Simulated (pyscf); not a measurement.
Single points on ωB97X-D3(BJ)/def2-SVP structures (PySCF, gas phase).

Q: H₃C–SbH–CH₃ + methane (CH₄) -> H₃C–Sb(CH₃)–CH₃ + hydrogen (H₂)
Surface: singlet. Broken: H–Sb, C–H. Formed: C–Sb, H–H. Give ΔE‡ and ΔE from ωB97M-D3(BJ)/def2-TZVP, relative to the separated reactants.

A: ΔE‡ = 3.74 eV, ΔE = +0.50 eV. Zero-point energy shifts the barrier by -0.11 eV. It is a four-centre exchange, with an imaginary mode of 1530i cm⁻¹. At the saddle there is also a short H–Sb contact that neither side keeps. From the product side, CH₃• + H₃C–Sb•–CH₃ + H₂ lies, by one bond made or cut, 0.54 eV under this saddle at ωB97M-D3(BJ)/def2-TZVP. The same reactants have a lower exit, to H₃C–Sb•–CH₃ + H• + CH₄ (no saddle counted: cutting one bond costs +3.02 eV at ωB97M-D3(BJ)/def2-TZVP, against +3.74 eV here). One saddle was located; it need not be the lowest between these sides. Elements past Kr carry the def2 core potentials, without spin-orbit coupling.
